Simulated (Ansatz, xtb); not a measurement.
## H3PSi: where a starting geometry ends

The starting geometry of this gas-phase singlet has its atoms placed at random.

```xyz
5

P    -1.0894   -0.1769   -1.6157
Si    0.2692   -0.8355    0.8563
H    -1.5182   -0.3838    1.2052
H     0.6263    1.0963    0.4017
H     0.8915   -0.0224   -0.9037
```

Task: Guess where an optimisation with r2SCAN-D4/def2-SVP ends from this start.

Result: It ends as `[SiH2]=P`. Contacts that close: P1–Si2 (2.90 → 2.08 Å), P1–H5 (2.11 → 1.43 Å), Si2–H3 (1.88 → 1.49 Å), Si2–H4 (2.02 → 1.49 Å).

The energy falls by 6.90 eV over 11 steps:

```json
{"step": "1", "E − E(last) (eV)": "6.897"}
{"step": "2", "E − E(last) (eV)": "4.503"}
{"step": "3", "E − E(last) (eV)": "2.570"}
{"step": "4", "E − E(last) (eV)": "1.540"}
{"step": "5", "E − E(last) (eV)": "0.676"}
{"step": "7", "E − E(last) (eV)": "0.029"}
{"step": "8", "E − E(last) (eV)": "0.020"}
{"step": "9", "E − E(last) (eV)": "0.001"}
{"step": "10", "E − E(last) (eV)": "0.000"}
{"step": "11", "E − E(last) (eV)": "0.000"}
```

Final geometry (Å):

```yaml
atoms:
  - { symbol: P, position_ang: [-0.5429, -0.5946, -1.4787] }
  - { symbol: Si, position_ang: [-0.3495, -0.0730, 0.5220] }
  - { symbol: H, position_ang: [-1.3534, -0.4953, 1.5373] }
  - { symbol: H, position_ang: [0.7500, 0.7329, 1.1270] }
  - { symbol: H, position_ang: [0.6751, 0.1078, -1.7640] }
```

From the same start GFN2-xTB reaches the same bonding as this run.

From so rough a start the end depends on the optimiser's path, so another program may land elsewhere. No frequencies were run, so the end isn't proven a minimum. Run with Ansatz 0.2.0, 6.9 s on 1 thread of Intel(R) Xeon(R) 6975P-C (Granite Rapids), on a shared host.
